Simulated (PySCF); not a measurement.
Which functional comes closest?

Molecule: chlorobenzene (Clc1ccccc1, C₆H₅Cl).

Atom-mapped SMILES (the numbers label the heavy atoms): `[Cl:1][c:2]1[cH:3][cH:4][cH:5][cH:6][cH:7]1`. Hydrogens are named by the atom that carries them.

Geometry PBE0-D3(BJ)/def2-SVP throughout; GIAO in PySCF, gas phase, one conformer, non-relativistic; equivalent atoms averaged; basis pcSseg-1.

Reference values (estimated from measurements, as parent shift plus tabulated substituent increments; solution, not stated per compound (mostly CDCl3 or CCl4); Pretsch, Buehlmann, Badertscher, Structure Determination of Organic Compounds, 4th ed. (2009)): δ(C3/C7) = 128.9 ppm, δ(C4/C6) = 129.9 ppm, δ(C5) = 126.6 ppm, δ(H(C3)/H(C7)) = 7.33 ppm, δ(H(C4)/H(C6)) = 7.28 ppm, δ(H(C5)) = 7.22 ppm. Computed shifts are taken against TMS, calculated as an isolated molecule at each level.

Question: How do the functionals PBE, BP86, OPBE, KT2, KT3, PBE0, B97-2, wB97X-D, LC-wPBE perform against the reference? Times are CPU seconds on 1 thread of an Arm Neoverse V1, shared host; the GGAs took longer than the global hybrids here, which isn't the general rule, and the cause wasn't traced.

Answer: 
```csv
functional,kind,C3/C7,C4/C6,C5,H(C3)/H(C7),H(C4)/H(C6),H(C5),mean abs. error C,mean abs. error H,core-s
PBE,GGA,132.3,132.5,128.6,7.28,7.27,7.14,2.7,0.05,22
BP86,GGA,132.3,132.5,128.5,7.28,7.26,7.13,2.6,0.05,21
OPBE,GGA,126.6,127.0,123.2,7.35,7.39,7.24,2.9,0.05,22
KT2,GGA,124.7,124.4,120.5,7.11,7.08,6.95,5.3,0.23,23
KT3,GGA,123.2,122.9,119.3,7.09,7.08,6.95,6.7,0.24,22
PBE0,global hybrid,134.9,135.0,131.5,7.43,7.41,7.30,5.3,0.10,15
B97-2,global hybrid,131.8,131.8,128.4,7.36,7.34,7.22,2.2,0.03,15
wB97X-D,range-separated hybrid,136.1,136.1,132.9,7.46,7.43,7.33,6.6,0.13,20
LC-wPBE,range-separated hybrid,140.4,140.5,137.6,7.60,7.57,7.48,11.0,0.27,26
```

For $^{13}$C the closest is B97-2 (2.2 ppm) and the furthest LC-wPBE (11.0 ppm).

For $^{1}$H the closest is B97-2 (0.03 ppm, with PBE, OPBE, BP86 practically level) and the furthest LC-wPBE (0.27 ppm). One molecule is a small sample, and vibrational and solvent effects are absent from the calculation.
